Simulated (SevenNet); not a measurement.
bcc Na

Method: the machine-learned potential SevenNet-0 (trained on PBE and PBE+U data).

Cell: relaxed at this level.

* **equilibrium lattice constant a**: 4.205 Å
* **volume per atom**: 37.18 Å³/atom
* **bulk modulus B0**: 6.87 GPa
* **elastic constant C11**: 7.83 GPa
* **elastic constant C12**: 6.41 GPa
* **elastic constant C44**: 4.57 GPa
* **vacancy formation energy**: 0.16 eV

Measured, for comparison: lattice constant a 4.214 Å (static lattice: zero-point anharmonic expansion removed, our sources range from 4.207 to 4.214; as tabulated in Mejia-Rodriguez and Trickey (2018), arXiv:1807.09216); equilibrium volume per atom 37.42 Å³/atom (static lattice: zero-point anharmonic expansion removed; as tabulated in Mejia-Rodriguez and Trickey (2018), arXiv:1807.09216); elastic constant C11 8.2 GPa, elastic constant C12 6.7 GPa, elastic constant C44 5.53 GPa (temperature not stated, no zero-point or thermal correction; as tabulated in arXiv:1601.06701); vacancy formation energy 0.36 eV (no zero-point or thermal correction, monovacancy; as tabulated in Riffe and Christensen (2024), arXiv:2406.09527). Computed (rounded) less measured: lattice constant a -0.2 % (0.0 % to -0.2 % over the range), equilibrium volume per atom -0.6 %, elastic constant C11 -5 %, elastic constant C12 -4 %, elastic constant C44 -17 %, vacancy formation energy -0.20 eV.

A machine-learned potential is trained on density-functional data: it inherits that level's misses and adds fitting errors of its own.

Elastic constants are with the ions relaxed.
